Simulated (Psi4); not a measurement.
**PH (SMILES [PH]) at UTPSSh/cc-pVTZ**

Aim: the vertical ionisation energy of PH at UTPSSh/cc-pVTZ, from 2 runs. 

Program for the calculation: Psi4 1.11.

1 further run of the same task is left out (set aside as unsound or not needed).

**1. Starting point**

The species is PH (2 atoms), meant as a triplet with charge 0. As SMILES, `[PH]`. The coordinates come from a PBE0-D4/def2-TZVP relaxation.

Bond lengths: P1–H2 1.428 Å.

**2. The energy at UTPSSh/cc-pVTZ**

Input file job.json:

```json
{
  "schema_name": "qcschema_input",
  "schema_version": 1,
  "molecule": {
    "schema_name": "qcschema_molecule",
    "schema_version": 2,
    "symbols": ["P", "H"],
    "geometry": [0.0, 0.0, -0.0276089, 0.0, 0.0, 2.67146803],
    "molecular_charge": 0,
    "molecular_multiplicity": 3,
    "fix_symmetry": "c1",
    "fix_com": true,
    "fix_orientation": true
  },
  "driver": "energy",
  "model": {
    "method": "tpssh",
    "basis": "cc-pVTZ"
  },
  "keywords": {
    "reference": "uks",
    "puream": true,
    "e_convergence": 1e-09,
    "d_convergence": 1e-08,
    "scf_type": "pk",
    "dft_radial_points": 99,
    "dft_spherical_points": 590,
    "maxiter": 100,
    "scf_properties": ["DIPOLE", "MAYER_INDICES", "WIBERG_LOWDIN_INDICES"]
  }
}
```

Command:

```console
$ psi4 --qcschema job.json -n 1 --memory 2200MB
```

stdout:

```text
[...]
  Running in c1 symmetry.
[...]
  Nuclear repulsion =    5.557455526100917
[...]
  Multiplicity = 3
[...]
  Nalpha       = 9
  Nbeta        = 7
[...]
    Number of basis functions: 48
[...]
   @UKS iter   1:  -341.88675679669103   -3.27653e-01   4.92300e-03 DIIS/ADIIS
[...]
   @UKS iter  10:  -341.90891909846175   -3.12639e-12   4.07086e-09 DIIS
[...]
   @S^2 Observed:                2.010117484E+00
[...]
    Orbital Energies [Eh]
    ---------------------
    Alpha Occupied:
       1A    -76.977032     2A     -6.511487     3A     -4.664699
       4A     -4.664699     5A     -4.656400     6A     -0.606726
       7A     -0.336500     8A     -0.248430     9A     -0.248430
    Alpha Virtual:
      10A      0.020304    11A      0.162353    12A      0.238090
      13A      0.238090    14A      0.241622    15A      0.241622
      16A      0.262899    17A      0.262899    18A      0.268809
      19A      0.381514    20A      0.542261    21A      0.795870
      22A      0.795870    23A      1.059077    24A      1.224145
      25A      1.224145    26A      1.225277    27A      1.225277
[...]
  @UKS Final Energy:  -341.90891909846175
   => Energetics <=
    Nuclear Repulsion Energy =              5.5574555261009166
    One-Electron Energy =                -483.2597332507754118
    Two-Electron Energy =                 157.0688637230290965
    DFT Exchange-Correlation Energy =     -21.2755050968163353
    Empirical Dispersion Energy =           0.0000000000000000
    VV10 Nonlocal Energy =                  0.0000000000000000
    Total Energy =                       -341.9089190984617517
[...]
 Multipole Moments:
 ------------------------------------------------------------------------------------
     Multipole            Electronic (a.u.)      Nuclear  (a.u.)        Total (a.u.)
 ------------------------------------------------------------------------------------
 L = 1.  Multiply by 2.5417464519 to convert [e a0] to [Debye]
 Dipole X            :         -0.0000000            0.0000000           -0.0000000
 Dipole Y            :         -0.0000000            0.0000000           -0.0000000
 Dipole Z            :         -2.0557256            2.2573345            0.2016089
 Magnitude           :                                                    0.2016089
[...]
```

The result, in JSON:

```text
{
 "driver": "energy",
 "model": {
  "method": "tpssh",
  "basis": "cc-pVTZ"
 },
 "success": true,
 "return_result": -341.90891909846175,
 "properties": {
  "calcinfo_nbasis": 48,
  "calcinfo_nmo": 48,
  "calcinfo_nalpha": 9,
  "calcinfo_nbeta": 7,
  "calcinfo_natom": 2,
  "nuclear_repulsion_energy": 5.557455526100917,
  "return_energy": -341.90891909846175,
  "scf_one_electron_energy": -483.2597332507754,
  "scf_two_electron_energy": 157.0688637230291,
  "scf_xc_energy": -21.275505096816335,
  "scf_dipole_moment": [-5.694123657529603e-16, -2.975804749997906e-15, 0.2016088920068939],
  "scf_total_energy": -341.90891909846175,
  "scf_iterations": 10
 }
}
```

Run time: 28 s. Hardware: 1 thread of Intel Xeon at 2.50GHz (Skylake/Cascade Lake), shared host; peak memory 0.79 GiB.

**3. The doublet cation: energy and gradient at UTPSSh/cc-pVTZ**

Input file calc.py:

```python
import psi4

psi4.set_memory('2200 MB')
psi4.set_num_threads(1)
psi4.set_output_file('psi4.out', False)

mol = psi4.geometry("""
1 2
P
H 1 1.42829
units angstrom
symmetry c1
no_reorient
no_com
""")

psi4.set_options({
    'basis': 'cc-pVTZ',
    'reference': 'uks',
    'puream': True,
    'e_convergence': 1e-09,
    'd_convergence': 1e-08,
    'scf_type': 'pk',
    'dft_radial_points': 99,
    'dft_spherical_points': 590,
    'maxiter': 100,
})

e, wfn = psi4.gradient('tpssh', molecule=mol, return_wfn=True)
psi4.oeprop(wfn, 'MULLIKEN_CHARGES', 'MAYER_INDICES', 'QUADRUPOLE')
print('gradient / Eh bohr^-1')
print(e.np.round(6))
print(f'energy = {wfn.energy():.10f} Eh')
for k, v in sorted(psi4.core.scalar_variables().items()):
    print(f'{k:45s} {v:18.10f}')
```

Command:

```console
$ python calc.py
```

psi4.out (excerpt; [...] marks lines left out):

```text
[...]
  Running in c1 symmetry.
[...]
  Nuclear repulsion =    5.557455530774563
[...]
  Multiplicity = 2
[...]
  Nalpha       = 8
  Nbeta        = 7
[...]
    Number of basis functions: 48
[...]
   @UKS iter   1:  -341.51943781088841    3.96663e-02   3.28634e-03 ADIIS/DIIS
[...]
   @UKS iter  10:  -341.53130507835670   -1.81899e-12   4.33310e-09 DIIS
[...]
   @S^2 Observed:                7.567697318E-01
[...]
  @UKS Final Energy:  -341.53130507835670
   => Energetics <=
    Nuclear Repulsion Energy =              5.5574555307745630
    One-Electron Energy =                -477.3788352161483317
    Two-Electron Energy =                 151.2907807990897879
    DFT Exchange-Correlation Energy =     -21.0007061920727800
    Empirical Dispersion Energy =           0.0000000000000000
    VV10 Nonlocal Energy =                  0.0000000000000000
    Total Energy =                       -341.5313050783567519
[...]
  -Total Gradient:
     Atom            X                  Y                   Z
    ------   -----------------  -----------------  -----------------
       1        0.000000000000     0.000000000000     0.002513918547
       2        0.000000000000     0.000000000000    -0.002514184234
[...]
 Multipole Moments:
 ------------------------------------------------------------------------------------
     Multipole            Electronic (a.u.)      Nuclear  (a.u.)        Total (a.u.)
 ------------------------------------------------------------------------------------
 L = 1.  Multiply by 2.5417464519 to convert [e a0] to [Debye]
 Dipole X            :          0.0000000            0.0000000            0.0000000
 Dipole Y            :          0.0000000            0.0000000            0.0000000
 Dipole Z            :         -0.9728083            1.3381952            0.3653869
 Magnitude           :                                                    0.3653869
 L = 2.  Multiply by 1.3450342976 to convert [e a0^2] to [Debye ang]
 Quadrupole XX       :         -8.2061648            0.0000000           -8.2061648
 Quadrupole XY       :         -0.0892404            0.0000000           -0.0892404
[...]
  Mulliken Charges: (a.u.)
   Center  Symbol    Alpha    Beta     Spin     Total
[...]
```

The script printed:

```text
gradient / Eh bohr^-1
[[ 0.        0.        0.002514]
 [ 0.        0.       -0.002514]]
energy = -341.5313050784 Eh
CURRENT ENERGY                                   -341.5313050784
CURRENT REFERENCE ENERGY                         -341.5313050784
DD SOLVATION ENERGY                                 0.0000000000
DFT FUNCTIONAL TOTAL ENERGY                      -341.5313050784
DFT TOTAL ENERGY                                 -341.5313050784
DFT VV10 ENERGY                                     0.0000000000
DFT XC ENERGY                                     -21.0007061921
GRID ELECTRONS ALPHA                                8.0000000001
GRID ELECTRONS BETA                                 7.0000000001
GRID ELECTRONS TOTAL                               15.0000000002
NUCLEAR REPULSION ENERGY                            5.5574555308
ONE-ELECTRON ENERGY                              -477.3788352161
PCM POLARIZATION ENERGY                             0.0000000000
PE ENERGY                                           0.0000000000
SCF ITERATION ENERGY                             -341.5313050784
SCF ITERATIONS                                     10.0000000000
SCF TOTAL ENERGY                                 -341.5313050784
TWO-ELECTRON ENERGY                               151.2907807991
XC GRID RADIAL POINTS                              99.0000000000
XC GRID SPHERICAL POINTS                          590.0000000000
XC GRID TOTAL POINTS                           110470.0000000000
```

Run time: 34 s. Hardware: 1 thread of Intel Xeon at 2.50GHz (Skylake/Cascade Lake), shared host; peak memory 0.79 GiB.

**4. What came out**

Level: UTPSSh/cc-pVTZ.

| quantity | value |
| --- | --- |
| triplet PH: total energy | -341.90892 Eh |
| triplet PH: dipole moment | 0.51 D |
| triplet PH: HOMO energy (highest over α and β) | -6.76 eV |
| triplet PH: LUMO energy (lowest over α and β) | -3.35 eV |
| triplet PH: ⟨S²⟩ | 2.010 |
| doublet cation: total energy | -341.53131 Eh |
| doublet cation: HOMO energy (highest over α and β) | -15.35 eV |
| doublet cation: LUMO energy (lowest over α and β) | -13.70 eV |
| doublet cation: ⟨S²⟩ | 0.757 |
| doublet cation: largest force on an atom | 0.129 eV/Å |
| vertical ionisation energy (to the doublet cation) | 10.275 eV |

The vertical ionisation energy comes to 10.28 eV (237 kcal/mol).
